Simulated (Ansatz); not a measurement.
# C4H5FN: the cost of one run

Program: Ansatz 0.2.0. Level of theory: RKS PBE/STO-3G. These are calculated values, not measurements.

## Step 1: The starting structure

Bond lengths: C2–C3 1.411 Å, C3–C4 1.370 Å, C4–N5 1.361 Å, C2–C6 1.371 Å, N5–C6 1.355 Å, C2–H7 1.074 Å, C3–H8 1.077 Å, C4–H9 1.076 Å, N5–H10 1.007 Å, C6–H11 1.099 Å. Angles (14 of 15 angles, heavy atoms first): C2–C3–C4 107.0°, C3–C2–C6 107.8°, C3–C4–N5 107.6°, C4–N5–C6 110.4°, C2–C6–N5 107.2°, C2–C3–H8 126.7°, C4–C3–H8 126.3°, C3–C2–H7 125.9°, C6–C2–H7 126.3°, C3–C4–H9 130.6°, N5–C4–H9 121.8°, C4–N5–H10 126.1°, C6–N5–H10 123.5°, C2–C6–H11 132.4°.

Coordinates:

```xyz
11

F     0.6537    0.9384   -3.4048
C     0.8588   -0.8009    0.1283
C     0.1551   -0.6963    1.3467
C    -0.8373    0.2293    1.1585
N    -0.7470    0.6735   -0.1252
C     0.2769    0.0605   -0.7662
H     1.7007   -1.4413   -0.0602
H     0.3565   -1.2392    2.2550
H    -1.5903    0.5964    1.8340
H    -1.3358    1.3680   -0.5551
H     0.5088    0.3116   -1.8110
```

## Step 2: Relaxing the start

Input file input.yaml:

```yaml
crystal:
  periodic: [false, false, false]
  atoms:
    - { symbol: F, position_ang: [0.6537, 0.9384, -3.4048] }
    - { symbol: C, position_ang: [0.8588, -0.8009, 0.1283] }
    - { symbol: C, position_ang: [0.1551, -0.6963, 1.3467] }
    - { symbol: C, position_ang: [-0.8373, 0.2293, 1.1585] }
    - { symbol: "N", position_ang: [-0.747, 0.6735, -0.1252] }
    - { symbol: C, position_ang: [0.2769, 0.0605, -0.7662] }
    - { symbol: H, position_ang: [1.7007, -1.4413, -0.0602] }
    - { symbol: H, position_ang: [0.3565, -1.2392, 2.255] }
    - { symbol: H, position_ang: [-1.5903, 0.5964, 1.834] }
    - { symbol: H, position_ang: [-1.3358, 1.368, -0.5551] }
    - { symbol: H, position_ang: [0.5088, 0.3116, -1.811] }
total_charge: -1
basis:
  gaussian: { orbitals: STO-3G }
hamiltonian:
  xc: pbe
relax:
  f_tol: 0.02
  max_steps: 40
scf:
  lower_state_search: "off"
output:
  orbitals: {}
```

Launch:

```sh
> ansatz run input.yaml --threads 1 --pin off --max-ram 2048MiB --backend cpu --events-out ev --progress --plain --runs-dir out
```

Q: Estimate wall time and peak memory on 1 thread of Arm Neoverse N1, shared host.

About 31 s, with a peak of 0.11 GiB.
